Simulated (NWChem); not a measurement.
propane (C3H8); SMILES CCC

Computed with NWChem. Coordinates come from a PBE0/def2-SVP optimisation. Level: PBE/def2-SVP with SMD, gas-phase geometry; reactions with the solvents are ignored.

| SMD term (kcal/mol) | water | ethyl acetate |
|---|---|---|
| distortion of the solute's density | 0.02 | 0.02 |
| polarisation | -0.47 | -0.39 |
| cavity, dispersion and structure | 2.49 | -1.22 |

### Question
Sum the solvation free energies, find the transfer free energy from water to ethyl acetate and the partition coefficient at 298.15 K.

### Answer

1. ΔG(solv, water) = 2.04 kcal/mol and ΔG(solv, ethyl acetate) = -1.59 kcal/mol (1 M gas to 1 M solution).
2. Transfer: -1.59 − (2.04) = -3.63 kcal/mol.
3. log₁₀ K(ethyl acetate/water) = −ΔG/(RT ln 10) = 3.63/1.364 = 2.7, so the model puts more of the solute in ethyl acetate.
4. Of the transfer energy, 0.08 kcal/mol is electrostatic and -3.71 comes from the non-electrostatic term. The two phases are taken as the pure solvents.
